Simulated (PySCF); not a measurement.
## Gas-phase thermal properties of PH₂

Energies from PySCF (xtb for GFN2), thermal terms from the rigid-rotor harmonic-oscillator model, ideal gas at 1 bar. 6-31G* has spherical d functions here. Open shells (unrestricted): PH₂ (multiplicity 2). GFN2 has no spin-polarisation term. B3LYP is the form with VWN-RPA correlation. PH₂: computed as isolated molecules; such fragments, hydroxides, amides, oligomers or adducts are transient or little studied in the gas. The harmonic model lacks anharmonicity and excited electronic states, which grow with temperature; levels with a mode under 35 cm⁻¹ are left out.

```
level           point group  σ  ZPE (kJ/mol)  S°298 (J/mol/K)  Cp298 (J/mol/K)  S°1000 (J/mol/K)  H1000 − H298 (kJ/mol)
--------------  -----------  -  ------------  ---------------  ---------------  ----------------  ---------------------
B3LYP/6-31G*            C2v  2          35.4            212.7             34.3             260.2                   28.4
GFN2-xTB                C2v  2          34.7            212.0             34.3             259.7                   28.6
HF/6-31G*               C2v  2          38.3            212.2             34.0             258.7                   27.8
PBE/def2-SVP            C2v  2          34.0            213.1             34.6             261.2                   28.8
PBE0/def2-TZVP          C2v  2          35.4            212.6             34.4             260.3                   28.5
```
σ: rotational symmetry number. Electronic degeneracy used: 2. Frequencies are unscaled.
